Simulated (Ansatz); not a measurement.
**SiH2: one structure at several levels**

How do the functionals fare away from a minimum? The structure is a structure displaced at random from a GFN2-xTB minimum.

Computed with Ansatz 0.2.0, Gaussian basis. Level: single points in def2-TZVPP.

Correlated methods freeze the cores. B3LYP uses VWN-RPA correlation.

**1. The system as given**

SMILES `[SiH2]`, 3 atoms, charge 0, spin multiplicity 1.

Atoms are counted from 1 here; the program's logs count them from 0.

Bond lengths: Si1–H2 1.409 Å, Si1–H3 1.326 Å. Angles: H2–Si1–H3 121.4°.

As a file:

```xyz
3
H2Si
Si   -0.2291    0.1955   -0.1236
H     0.9619    0.6354    0.4883
H    -0.4445   -1.0890   -0.3738
```

**2. CCSD(T)/def2-TZVPP**

File run/in.yaml:

```yaml
crystal:
  periodic: [false, false, false]
  atoms:
    - {symbol: Si, position_ang: [-0.229100, 0.195500, -0.123600]}
    - {symbol: H, position_ang: [0.961900, 0.635400, 0.488300]}
    - {symbol: H, position_ang: [-0.444500, -1.089000, -0.373800]}
basis:
  gaussian: {orbitals: def2-TZVPP}
correlation: {method: ccsd_t}
output: {forces: true}
```

No record of the launch command was kept for these runs.

**3. PBE0-D4/def2-TZVPP**

Edit run/in.yaml of step 2 so:

```diff
@@ -8,3 +8,3 @@
   gaussian: {orbitals: def2-TZVPP}
-correlation: {method: ccsd_t}
-output: {forces: true}
+hamiltonian: {xc: pbe0, dispersion: d4}
+output: {forces: true, orbitals: {seedname: orbitals}}
```

**4. wB97M-V/def2-TZVPP**

Edit run/in.yaml of step 3 so:

```diff
@@ -8,3 +8,3 @@
   gaussian: {orbitals: def2-TZVPP}
-hamiltonian: {xc: pbe0, dispersion: d4}
-output: {forces: true, orbitals: {seedname: orbitals}}
+hamiltonian: {xc: {name: wB97M-V}}
+output: {forces: true}
```

**5. r2SCAN-D4/def2-TZVPP**

Edit run/in.yaml of step 4 so:

```diff
@@ -8,3 +8,3 @@
   gaussian: {orbitals: def2-TZVPP}
-hamiltonian: {xc: {name: wB97M-V}}
+hamiltonian: {xc: r2scan, dispersion: d4}
 output: {forces: true}
```

**6. PBE-D4/def2-TZVPP**

Edit run/in.yaml of step 5 so:

```diff
@@ -8,3 +8,3 @@
   gaussian: {orbitals: def2-TZVPP}
-hamiltonian: {xc: r2scan, dispersion: d4}
+hamiltonian: {xc: pbe, dispersion: d4}
 output: {forces: true}
```

**7. r2SCANh-D4/def2-TZVPP**

Edit run/in.yaml of step 6 so:

```diff
@@ -8,3 +8,3 @@
   gaussian: {orbitals: def2-TZVPP}
-hamiltonian: {xc: pbe, dispersion: d4}
+hamiltonian: {xc: {name: r2SCANh}, dispersion: d4}
 output: {forces: true}
```

**8. B3LYP-D4/def2-TZVPP**

Edit run/in.yaml of step 7 so:

```diff
@@ -8,3 +8,3 @@
   gaussian: {orbitals: def2-TZVPP}
-hamiltonian: {xc: {name: r2SCANh}, dispersion: d4}
+hamiltonian: {xc: {name: B3LYP}, dispersion: d4}
 output: {forces: true}
```

(Steps that only read results are left out.)

Q: Predict the outcome of this session. Wanted: energy less free atoms, CCSD(T)/def2-TZVPP; RMS force component; RMS force error; HOMO and LUMO, PBE0-D4; T1 diagnostic.

**Answer**, as computed:

| quantity | value |
| --- | --- |
| energy less free atoms, CCSD(T)/def2-TZVPP | -536.0 kJ/mol |
| RMS force component | 2.641 to 2.761 eV/Å over the methods |
| RMS force error | PBE0-D4 0.062, wB97M-V 0.042, r2SCAN-D4 0.041, PBE-D4 0.133, r2SCANh-D4 0.033, B3LYP-D4 0.034 eV/Å |
| HOMO and LUMO, PBE0-D4 | -5.77 and -3.08 eV |
| T1 diagnostic | 0.014 |

**Reading.** Against CCSD(T) the functionals' energies less atoms differ by -18.5 to +18.4 kJ/mol, PBE-D4 by +18.4 kJ/mol. CCSD(T) in triple zeta still lacks some correlation energy of the bonds, so part of these gaps is its own basis error and they don't rank the functionals. On forces the order runs from r2SCANh-D4 to PBE-D4. Frozen-core CCSD(T) forces in triple zeta carry basis errors of their own, and this is one geometry, so small gaps rank nothing. The restricted Hartree–Fock reference is unstable towards an unrestricted one at one or more of these structures.
